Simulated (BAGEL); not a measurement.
# HF/3-21G (density fitting with qzvpp-jkfit) run of C4H3Cl (SMILES ClC1=CC=C1)

What is the energy change on altering one bond length of C4H3Cl at HF/3-21G (density fitting with qzvpp-jkfit)? 

Program for the calculation: BAGEL 1.2.2.

7 further runs of the same task are left out: 6 that didn't finish, 1 set aside as unsound or not needed. Runs told in other sessions of the task aren't counted.

### 1 The molecule

C4H3Cl: 8 atoms, total charge 0, spin state singlet. SMILES: `ClC1=CC=C1`. Geometry: relaxed at PBE0-D4/def2-TZVP.

Bond lengths: Cl1–C2 1.688 Å, C2–C3 1.328 Å, C3–C4 1.566 Å, C2–C5 1.564 Å, C4–C5 1.326 Å, C3–H6 1.079 Å, C4–H7 1.081 Å, C5–H8 1.079 Å. Some angles: Cl1–C2–C3 135.7°, Cl1–C2–C5 132.4°, C3–C2–C5 91.9°, C2–C3–C4 88.0°, C3–C4–C5 91.9°, C2–C5–C4 88.2°, C2–C3–H6 136.1°, C4–C3–H6 135.9°, C3–C4–H7 133.3°, C5–C4–H7 134.8°.

### 2 The energy at HF/3-21G (density fitting with qzvpp-jkfit)

Contents of calc.json:

```json
{ "bagel" : [

{
  "title" : "molecule",
  "basis" : "3-21g",
  "df_basis" : "qzvpp-jkfit",
  "angstrom" : true,
  "geometry" : [
    { "atom" : "Cl", "xyz" : [      -1.472600,      -0.605400,       2.060600 ] },
    { "atom" : "C", "xyz" : [      -0.480100,      -0.166300,       0.767800 ] },
    { "atom" : "C", "xyz" : [       0.488500,       0.720200,       0.571400 ] },
    { "atom" : "C", "xyz" : [       0.596500,       0.195400,      -0.899700 ] },
    { "atom" : "C", "xyz" : [      -0.370800,      -0.689800,      -0.701700 ] },
    { "atom" : "H", "xyz" : [       0.985300,       1.472600,       1.163300 ] },
    { "atom" : "H", "xyz" : [       1.223500,       0.463500,      -1.738400 ] },
    { "atom" : "H", "xyz" : [      -0.878200,      -1.447100,      -1.278800 ] }
  ]
},

{ "title" : "hf" },

{ "title" : "print", "file" : "orbitals.molden", "orbitals" : true }

]}
```

Run with:

```
BAGEL_NUM_THREADS=1 BAGEL calc.json > calc.out
```

The log of the run:

```text
* using 1 threads per process

  ===============================================================
  ===============================================================

  *** Geometry ***

  { "atom" : "Cl", "xyz" : [     -2.782811,     -1.144040,      3.893970 ] },
  { "atom" : "C", "xyz" : [     -0.907258,     -0.314261,      1.450932 ] },
  { "atom" : "C", "xyz" : [      0.923131,      1.360981,      1.079790 ] },
  { "atom" : "C", "xyz" : [      1.127222,      0.369252,     -1.700187 ] },
  { "atom" : "C", "xyz" : [     -0.700710,     -1.303533,     -1.326021 ] },
  { "atom" : "H", "xyz" : [      1.861947,      2.782811,      2.198318 ] },
  { "atom" : "H", "xyz" : [      2.312080,      0.875888,     -3.285100 ] },
  { "atom" : "H", "xyz" : [     -1.659557,     -2.734623,     -2.416582 ] },

  Number of auxiliary basis functions:      482

  Since a DF basis is specified, we compute 2- and 3-index integrals:
    o Being stored without compression. Storage requirement is 0.012 GB

  Number of basis functions:       55
  Number of electrons      :       44

    * METHOD: MOLECULE                             0.29

  *** RHF ***

  === Nuclear Repulsion ===
   183.3019816674

      * DIIS with orbital gradients will be used.

  === RHF iteration (3-21g) ===
      0       -609.40848754          0.01415188           0.06
      1       -609.46802087          0.00604452           0.06
      2       -609.47651746          0.00216120           0.06
      3       -609.47822546          0.00058362           0.06
      4       -609.47838035          0.00025680           0.06
      5       -609.47844317          0.00013761           0.06
      6       -609.47847604          0.00008621           0.06
      7       -609.47848860          0.00003337           0.06
      8       -609.47849059          0.00000957           0.06
      9       -609.47849064          0.00000513           0.06
     10       -609.47849065          0.00000172           0.06
     11       -609.47849065          0.00000060           0.06
     12       -609.47849066          0.00000021           0.06
     13       -609.47849066          0.00000007           0.06
     14       -609.47849066          0.00000003           0.06
     15       -609.47849066          0.00000001           0.06
    * SCF iteration converged.

    * Permanent dipole moment:
           (   -0.438044,    -0.191235,     0.575797) a.u.

    * METHOD: HF                                   1.08

    * METHOD: PRINT                                0.01

  ===============================================================
```

It took 1.6 s on 1 thread of Arm Neoverse N1, shared host.

### 3 The distorted shape, same level

Contents of job.json:

```json
{ "bagel" : [

{
  "title" : "molecule",
  "basis" : "3-21g",
  "df_basis" : "qzvpp-jkfit",
  "angstrom" : true,
  "geometry" : [
    { "atom" : "Cl", "xyz" : [      -2.663598,      -1.132319,       3.611957 ] },
    { "atom" : "C", "xyz" : [      -0.480100,      -0.166300,       0.767800 ] },
    { "atom" : "C", "xyz" : [       0.488500,       0.720200,       0.571400 ] },
    { "atom" : "C", "xyz" : [       0.596500,       0.195400,      -0.899700 ] },
    { "atom" : "C", "xyz" : [      -0.370800,      -0.689800,      -0.701700 ] },
    { "atom" : "H", "xyz" : [       0.985300,       1.472600,       1.163300 ] },
    { "atom" : "H", "xyz" : [       1.223500,       0.463500,      -1.738400 ] },
    { "atom" : "H", "xyz" : [      -0.878200,      -1.447100,      -1.278800 ] }
  ]
},

{ "title" : "hf" },

{ "title" : "print", "file" : "orbitals.molden", "orbitals" : true }

]}
```

Run with:

```
BAGEL_NUM_THREADS=1 BAGEL job.json > job.out
```

The log of the run:

```text
* using 1 threads per process

  ===============================================================
  ===============================================================

  *** Geometry ***

  { "atom" : "Cl", "xyz" : [     -5.033471,     -2.139773,      6.825610 ] },
  { "atom" : "C", "xyz" : [     -0.907258,     -0.314261,      1.450932 ] },
  { "atom" : "C", "xyz" : [      0.923131,      1.360981,      1.079790 ] },
  { "atom" : "C", "xyz" : [      1.127222,      0.369252,     -1.700187 ] },
  { "atom" : "C", "xyz" : [     -0.700710,     -1.303533,     -1.326021 ] },
  { "atom" : "H", "xyz" : [      1.861947,      2.782811,      2.198318 ] },
  { "atom" : "H", "xyz" : [      2.312080,      0.875888,     -3.285100 ] },
  { "atom" : "H", "xyz" : [     -1.659557,     -2.734623,     -2.416582 ] },

  Number of auxiliary basis functions:      482

  Since a DF basis is specified, we compute 2- and 3-index integrals:
    o Being stored without compression. Storage requirement is 0.012 GB

  Number of basis functions:       55
  Number of electrons      :       44

    * METHOD: MOLECULE                             0.28

  *** RHF ***

  === Nuclear Repulsion ===
   143.2729053700

      * DIIS with orbital gradients will be used.

  === RHF iteration (3-21g) ===
      0       -609.10769803          0.01550414           0.06
      1       -608.76441908          0.02872526           0.06
      2       -609.24465378          0.00665637           0.06
      3       -609.26724646          0.00248929           0.06
      4       -609.27111907          0.00108538           0.06
      5       -609.27200140          0.00043542           0.06
      6       -609.27214765          0.00022871           0.06
      7       -609.27222487          0.00012475           0.06
      8       -609.27224610          0.00006437           0.06
      9       -609.27225537          0.00002297           0.06
     10       -609.27225626          0.00000821           0.06
     11       -609.27225638          0.00000500           0.06
     12       -609.27225644          0.00000397           0.06
     13       -609.27225650          0.00000287           0.06
     14       -609.27225654          0.00000227           0.06
     15       -609.27225657          0.00000164           0.06
     16       -609.27225658          0.00000126           0.06
     17       -609.27225659          0.00000116           0.06
     18       -609.27225660          0.00000097           0.06
     19       -609.27225660          0.00000089           0.06
     20       -609.27225661          0.00000082           0.06
     21       -609.27225661          0.00000069           0.06
     22       -609.27225662          0.00000051           0.06
     23       -609.27225662          0.00000033           0.06
     24       -609.27225662          0.00000024           0.06
     25       -609.27225662          0.00000012           0.06
     26       -609.27225662          0.00000005           0.06
     27       -609.27225662          0.00000002           0.06
     28       -609.27225662          0.00000002           0.06
     29       -609.27225662          0.00000001           0.06
     30       -609.27225662          0.00000001           0.06
    * SCF iteration converged.

    * Permanent dipole moment:
           (   -2.888674,    -1.268390,     3.776641) a.u.

    * METHOD: HF                                   1.92

    * METHOD: PRINT                                0.01

  ===============================================================
```

Run time: 2.4 s. Hardware: 1 thread of Arm Neoverse N1, shared host.

### 4 Results

Level: HF/3-21G (density fitting with qzvpp-jkfit).

| quantity | value |
| --- | --- |
| first shape: total energy | -609.47849 Eh |
| first shape: dipole moment | 1.90 D |
| first shape: HOMO energy | -8.01 eV |
| first shape: LUMO energy | 2.23 eV |
| first shape: HOMO–LUMO gap | 10.24 eV |
| distorted shape: total energy | -609.27226 Eh |
| distorted shape: dipole moment | 12.51 D |
| distorted shape: HOMO energy | -8.42 eV |
| distorted shape: LUMO energy | -3.09 eV |
| distorted shape: HOMO–LUMO gap | 5.32 eV |
| energy change with the Cl1–C2 bond stretched from 1.688 to 3.714 Å | 5.612 eV |

**Reading.** One bond (distorted shape) is far stretched, which a spin-restricted single reference describes badly; a broken-symmetry solution may lie lower. With the Cl1–C2 bond stretched from 1.688 to 3.714 Å the energy rises by 5.61 eV (541 kJ/mol). The first shape isn't relaxed at this level, so the change isn't measured from a minimum. A restricted reference can't describe the breaking bond well at this length.
